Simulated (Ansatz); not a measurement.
# C6H6: the cost of one run

Program: Ansatz 0.2.0. Level of theory: the levels named in each step. These are calculated values, not measurements.

## Step 1: The starting structure

Bond lengths: C1–C2 1.202 Å, C2–C3 1.404 Å, C3–C4 1.342 Å, C4–C5 1.439 Å, C5–C6 1.331 Å, C1–H7 1.049 Å, C3–H8 1.084 Å, C4–H9 1.082 Å, C5–H10 1.083 Å, C6–H11 1.078 Å, C6–H12 1.076 Å. Angles: C1–C2–C3 179.2°, C2–C1–H7 179.7°, C2–C3–C4 123.4°, C2–C3–H8 115.8°, C4–C3–H8 120.8°, C3–C4–C5 123.4°, C3–C4–H9 119.6°, C5–C4–H9 117.0°, C4–C5–C6 123.5°, C4–C5–H10 116.4°, C6–C5–H10 120.1°, C5–C6–H11 121.4°, C5–C6–H12 122.2°, H11–C6–H12 116.4°.

Structure file:

```xyz
12

C     3.0607    0.1896   -0.1001
C     1.8991    0.2325    0.2073
C     0.5474    0.2889    0.5839
C    -0.4566   -0.1221   -0.2061
C    -1.8425   -0.0650    0.1786
C    -2.8396   -0.4707   -0.6042
H     4.0731    0.1485   -0.3711
H     0.3488    0.6895    1.5710
H    -0.2356   -0.5204   -1.1879
H    -2.0534    0.3365    1.1623
H    -2.6540   -0.8728   -1.5869
H    -3.8692   -0.4161   -0.2952
```

## Step 2: A rough first relaxation, PBE-D4/def2-SVP

Input file input.yaml:

```yaml
crystal:
  periodic: [false, false, false]
  atoms:
    - { symbol: C, position_ang: [3.06067, 0.18964, -0.1001] }
    - { symbol: C, position_ang: [1.8991, 0.2325, 0.20732] }
    - { symbol: C, position_ang: [0.5474, 0.28894, 0.5839] }
    - { symbol: C, position_ang: [-0.45664, -0.12212, -0.2061] }
    - { symbol: C, position_ang: [-1.84248, -0.06497, 0.17862] }
    - { symbol: C, position_ang: [-2.8396, -0.47073, -0.60424] }
    - { symbol: H, position_ang: [4.07306, 0.14855, -0.37113] }
    - { symbol: H, position_ang: [0.34875, 0.6895, 1.57101] }
    - { symbol: H, position_ang: [-0.23562, -0.52037, -1.18793] }
    - { symbol: H, position_ang: [-2.05339, 0.33651, 1.16228] }
    - { symbol: H, position_ang: [-2.65402, -0.87275, -1.58693] }
    - { symbol: H, position_ang: [-3.86919, -0.41613, -0.29519] }
basis:
  gaussian: { orbitals: def2-SVP }
hamiltonian:
  xc: pbe
  dispersion: d4
relax:
  f_tol: 0.03
  max_steps: 200
```

Run with:

```console
> ansatz run input.yaml --threads 8 --pin off --max-ram 22528MiB --backend cpu --events-out ev --progress --plain --runs-dir out
```

Q: Estimate wall time and peak memory on 8 threads of Intel Xeon at 2.50GHz (Skylake/Cascade Lake), shared host.

About 12 s, with a peak of 0.17 GiB.
